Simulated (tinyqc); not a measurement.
Born-Oppenheimer dynamics on the RHF/sto-3g surface (energies and gradients from PySCF), for CH2, spin multiplicity 1, step by step. Computed by tinyqc, a small Python program that keeps every step (integrals from PySCF). Settings: charge = 0, multiplicity = 1, basis = sto-3g, time step (fs) = 0.5, steps = 16. Command: `OMP_NUM_THREADS=1 python tinyqc.py 20774 20775 out.jsonl` (the two numbers bound the seeds that draw the settings). One thread of a shared host (Intel(R) Xeon(R) Processor @ 2.60GHz), about 1 s of CPU time with the checks.

## Velocity Verlet step 1

positions (bohr):
```
          x        y       z
1C   0.0510  -0.0189  0.0132
2H  -0.0019   1.7310  1.0016
3H  -0.0246  -1.7858  0.9770
```

velocities (bohr per atomic time unit):
```
             x           y           z
1C   0.0000165   0.0000020   0.0000053
2H  -0.0000765   0.0000150  -0.0000107
3H  -0.0001195  -0.0000390  -0.0000527
```

gradient (hartree/bohr):
```
            x          y          z
1C  -0.006222   0.001088   0.094723
2H   0.003043  -0.016520  -0.048004
3H   0.003179   0.015432  -0.046719
```

masses (electron masses): 1C 21874.6618, 2H 1837.1526, 3H 1837.1526

gradient after step 1 (hartree/bohr):
```
            x          y          z
1C  -0.006283   0.001007   0.092193
2H   0.003083  -0.014374  -0.046706
3H   0.003199   0.013368  -0.045487
```

dt = 0.5 fs = 20.6707 atomic units; x' = x + v dt - g dt^2 / (2m); after the new gradient g', v' = v - (g + g') dt / (2m).

positions after step 1 (bohr):
```
          x        y       z
1C   0.0514  -0.0189  0.0124
2H  -0.0038   1.7332  1.0069
3H  -0.0274  -1.7884  0.9813
```

velocities after step 1 (bohr per atomic time unit):
```
             x           y           z
1C   0.0000224   0.0000010  -0.0000830
2H  -0.0001110   0.0001888   0.0005221
3H  -0.0001554  -0.0002010   0.0004660
```

## Velocity Verlet step 2

gradient after step 2 (hartree/bohr):
```
            x          y          z
1C  -0.005996   0.000690   0.084972
2H   0.002970  -0.008583  -0.042955
3H   0.003026   0.007893  -0.042016
```

As before.

positions after step 2 (bohr):
```
          x        y       z
1C   0.0519  -0.0189  0.0098
2H  -0.0065   1.7388  1.0231
3H  -0.0310  -1.7941  0.9963
```

velocities after step 2 (bohr per atomic time unit):
```
             x           y           z
1C   0.0000282   0.0000002  -0.0001667
2H  -0.0001450   0.0003180   0.0010265
3H  -0.0001904  -0.0003206   0.0009583
```

## Energy conservation

The total energy should stay constant up to terms of order dt^2; the step counts as short enough if it moves by less than 2 % of the largest kinetic energy.

Trajectory:
```
time (fs)  1C-2H (angstrom)  potential (hartree)  kinetic (hartree)  total (hartree)
0.0000               1.0639           -38.354289           0.000026       -38.354262
0.5000               1.0665           -38.354908           0.000634       -38.354274
1.0000               1.0741           -38.356667           0.002364       -38.354303
1.5000               1.0857           -38.359115           0.004778       -38.354337
2.0000               1.1003           -38.361718           0.007353       -38.354365
2.5000               1.1165           -38.364036           0.009656       -38.354380
3.0000               1.1329           -38.365822           0.011439       -38.354384
3.5000               1.1482           -38.367024           0.012645       -38.354379
4.0000               1.1612           -38.367728           0.013357       -38.354371
4.5000               1.1711           -38.368080           0.013717       -38.354363
5.0000               1.1773           -38.368212           0.013853       -38.354360
5.5000               1.1794           -38.368193           0.013831       -38.354362
6.0000               1.1773           -38.367993           0.013623       -38.354370
6.5000               1.1712           -38.367495           0.013114       -38.354381
7.0000               1.1618           -38.366529           0.012137       -38.354391
7.5000               1.1497           -38.364947           0.010552       -38.354394
8.0000               1.1362           -38.362723           0.008339       -38.354384
```

The total energy moves within 1.3e-04 hartree, under 2 % of the largest kinetic energy.
